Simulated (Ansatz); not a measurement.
# AlClO (triplet): the correlation ladder, cc-pVTZ

How much of the correlation energy of AlClO (triplet) does each wave-function method recover here?

The runs use Ansatz 0.2.0, Gaussian basis; cc-pVTZ, core rule «outside noble gas», up to 11 orbitals frozen.

To be run: UHF; CCSD(T) on ROHF; CCSD(T) on UHF; BCCD(T) on ROHF; CCSDT(Q) on ROHF; CCSDT(Q) on UHF.

6 further runs of the same task are left out: 3 for a known fault of the program, 3 set aside as unsound or not needed.

**1. The system**

The geometry is a PBE0/def2-TZVP stationary point (not a proven minimum) of the parent state, kept for this charge and spin.

3 atoms, charge 0, spin multiplicity 3.

Atoms are counted from 1 here; the program's logs count them from 0.

Bond lengths: Al1–O2 1.699 Å, O2–Cl3 1.640 Å. Angles: Al1–O2–Cl3 180.0°.

**2. UHF**

in.yaml reads:

```yaml
crystal:
  periodic: [false, false, false]
  atoms:
    - {symbol: Al, position_ang: [0.000000, 0.000000, 1.679233]}
    - {symbol: O, position_ang: [0.000000, 0.000000, -0.019667]}
    - {symbol: Cl, position_ang: [0.000000, 0.000000, -1.659567]}
basis:
  gaussian: {orbitals: cc-pVTZ}
magnetization: {spin_polarized: true, initial_magnetization: 2}
hamiltonian: {xc: hf}
output: {orbitals: {seedname: orbitals}}
```

Command:

```
> ansatz run in.yaml --threads 1 --pin off --events-out ev --progress --plain --max-ram 4096MiB --backend cpu
```

After this run come: CCSD(T) on ROHF; CCSD(T) on UHF; BCCD(T) on ROHF; CCSDT(Q) on ROHF; CCSDT(Q) on UHF.

**Question.** What will the summary of the whole plan be? Wanted: UCCSDT(Q) below the RHF energy; RMP2 from UCCSDT(Q); UMP2 from UCCSDT(Q); RCCSD from UCCSDT(Q); RCCSD(T) from UCCSDT(Q); UCCSD(T) from UCCSDT(Q); RCCSDT(Q) from UCCSDT(Q); T1 diagnostic.

**Answer**, as computed:

```
                         quantity                      value
   UCCSDT(Q) below the RHF energy                -13.3452 eV
              RMP2 from UCCSDT(Q)                +1082.4 meV
              UMP2 from UCCSDT(Q)                +1074.2 meV
             RCCSD from UCCSDT(Q)                 +581.0 meV
          RCCSD(T) from UCCSDT(Q)                  +49.2 meV
          UCCSD(T) from UCCSDT(Q)                  +47.3 meV
         RCCSDT(Q) from UCCSDT(Q)                   +5.0 meV
levels within 1 kcal/mol (43 meV)  RCCSDT, UCCSDT, RCCSDT(Q)
                    T1 diagnostic                      0.017
```

**Reading.** RCCSD(T) misses by +49.2 meV, 0.4 % of the correlation energy. These misses are within one basis, not against nature; the frozen cores of restricted and unrestricted runs differ, which can shift their rows.
